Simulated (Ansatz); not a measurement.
Candidates: fcc Pb, fcc Ag, bcc Cs, grey tin (α-Sn), diamond, diamond-structure Si. Level: r²SCAN0 (plane waves, PAW; Ansatz, a quantum-chemistry and plane-wave program).

Ansatz's runs of these crystals have no spin polarisation.

Spin–orbit coupling is left out, also for the solids with elements from indium on (fcc Pb, bcc Cs, grey tin (α-Sn)); its size isn't shown.

Ansatz's density-functional and Hartree–Fock values are scalar-relativistic unless marked +SOC, with PAW data made under PBE.

Q: Order them by their equilibrium lattice constant a at this level, smallest first.

A: diamond (3.540 Å), fcc Ag (4.115 Å), fcc Pb (4.979 Å), diamond-structure Si (5.426 Å), bcc Cs (6.318 Å), grey tin (α-Sn) (6.503 Å)
